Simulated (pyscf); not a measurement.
# Routes from H₃C–SiH₂–CH₃ + H•

Candidate steps break at most two bonds and form at most two. Each was searched with GFN2-xTB (tblite) first. Single points on ωB97X-D3(BJ)/def2-SVP structures (PySCF, gas phase). Energies: ωB97M-D3(BJ)/def2-TZVP, eV, from the separated reactants, doublet surface; ΔG‡ with ideal gas, 1 atm, RRHO with modes under 100 cm⁻¹ raised to 100, one conformer, R ln 2 for chiral ones without a mode under 150 cm⁻¹.

| products | type | ΔE‡ | ΔE | ΔG‡ 298 K | ΔG‡ 900 K | ν‡ (cm⁻¹) |
|---|---|---|---|---|---|---|
| H₃C–SiH•–CH₃ + H₂ | hydrogen abstraction | 0.19 | -0.41 | 0.37 | 0.88 | 909i |
| CH₄ + H₃C–SiH₂• | substitution at C | 1.27 | -0.73 | 1.55 | 2.09 | 1479i |

Plain bond fissions and candidates not yet searched are not listed, and one of them may be faster. Each barrier is that of the saddle found; lower ones may exist.
